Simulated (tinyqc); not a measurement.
Extended Hueckel theory, for CH4, step by step. One step of it, computed by the program tinyqc.

Question. Wolfsberg-Helmholz matrix. H_ij = K' S_ij (H_ii + H_jj)/2 for i != j (the diagonal keeps H_ii), with K' = K + D^2 + D^4 (1 - K), D = (H_ii - H_jj)/(H_ii + H_jj), K = 2.

overlap S:
```
           1C 2s     1C 2px     1C 2py     1C 2pz     2H 1s      3H 1s      4H 1s      5H 1s
1C 2s   1.000000   0.000000   0.000000   0.000000  0.478139   0.478139   0.478139   0.478139
1C 2px  0.000000   1.000000   0.000000   0.000000  0.278606   0.278606  -0.278606  -0.278606
1C 2py  0.000000   0.000000   1.000000   0.000000  0.278606  -0.278606   0.278606  -0.278606
1C 2pz  0.000000   0.000000   0.000000   1.000000  0.278606  -0.278606  -0.278606   0.278606
2H 1s   0.478139   0.278606   0.278606   0.278606  1.000000   0.138407   0.138407   0.138407
3H 1s   0.478139   0.278606  -0.278606  -0.278606  0.138407   1.000000   0.138407   0.138407
4H 1s   0.478139  -0.278606   0.278606  -0.278606  0.138407   0.138407   1.000000   0.138407
5H 1s   0.478139  -0.278606  -0.278606   0.278606  0.138407   0.138407   0.138407   1.000000
```

diagonal H_ii (eV): 1C 2s -21.400000, 1C 2px -11.400000, 1C 2py -11.400000, 1C 2pz -11.400000, 2H 1s -13.600000, 3H 1s -13.600000, 4H 1s -13.600000, 5H 1s -13.600000

K = 2.000000

Give: H.

Answer.

H (eV):
```
           1C 2s    1C 2px    1C 2py    1C 2pz     2H 1s     3H 1s     4H 1s     5H 1s
1C 2s   -21.4000    0.0000    0.0000    0.0000  -17.1298  -17.1298  -17.1298  -17.1298
1C 2px    0.0000  -11.4000    0.0000    0.0000   -6.9919   -6.9919    6.9919    6.9919
1C 2py    0.0000    0.0000  -11.4000    0.0000   -6.9919    6.9919   -6.9919    6.9919
1C 2pz    0.0000    0.0000    0.0000  -11.4000   -6.9919    6.9919    6.9919   -6.9919
2H 1s   -17.1298   -6.9919   -6.9919   -6.9919  -13.6000   -3.7647   -3.7647   -3.7647
3H 1s   -17.1298   -6.9919    6.9919    6.9919   -3.7647  -13.6000   -3.7647   -3.7647
4H 1s   -17.1298    6.9919   -6.9919    6.9919   -3.7647   -3.7647  -13.6000   -3.7647
5H 1s   -17.1298    6.9919    6.9919   -6.9919   -3.7647   -3.7647   -3.7647  -13.6000
```
